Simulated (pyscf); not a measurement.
H₂N–InH₂ + H₂ → NH₃ + InH₃ (four-centre exchange; singlet surface; In–N, H–H broken, H–N, H–In formed). Structures and frequencies: ωB97X-D3(BJ)/def2-SVP in PySCF. Energies in eV from the separated reactants.

```csv
level,barrier,reaction energy
ωB97X-D3(BJ)/def2-TZVP,0.81,+0.05
r²SCAN/def2-TZVP,___,___
B3LYP-D3(BJ)/def2-TZVP,0.80,+0.03
PBE0-D3(BJ)/def2-TZVP,___,-0.03
M06-2X/def2-TZVP,0.84,+0.17
ωB97M-D3(BJ)/def2-TZVP,0.83,-0.04
```

Problem. What belongs in the gaps?

Solution. 
- r²SCAN/def2-TZVP, barrier: 0.70
- r²SCAN/def2-TZVP, reaction energy: +0.05
- PBE0-D3(BJ)/def2-TZVP, barrier: 0.69

The functionals in the table span 0.15 eV in this barrier, from PBE0-D3(BJ) to M06-2X. On the product side the descent ends in an adduct with a In–N contact, 0.94 eV under the separated species and 1.70 eV under the saddle at ωB97X-D3(BJ)/def2-TZVP. What is counted as broken (In–N) persists as a longer contact in the product adduct; parting that adduct is a step of its own. At the saddle there is also a short H–In contact that neither side keeps. This is the saddle that the search found; another between the same sides may lie lower. Elements past Kr carry the def2 core potentials, without spin-orbit coupling.
